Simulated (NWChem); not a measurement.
Correlation energy of S (+1)

SMILES: [S+]
```xyz
1

S      0.0000     0.0000     0.0000
```
Charge +1, spin multiplicity 4.

The numbers come from NWChem runs, not from measurements.

Basis set: def2-SVP. Each correlation energy counts from its own Hartree-Fock reference.

The correlated methods keep 5 core orbitals frozen. The stability of the SCF solutions was not checked. Open-shell Hartree-Fock references start from PBE0 orbitals. No row is a measurement; the coupled-cluster row has its own basis-set and correlation limits.

Task: One of these methods gave a correlation energy of -68.3 mHa. Which?
(A) UMP2
(B) CCSD on UHF
(C) SCS-UMP2

Result: A, UMP2. The others give -66.1 (SCS-UMP2), -86.7 (CCSD on UHF).
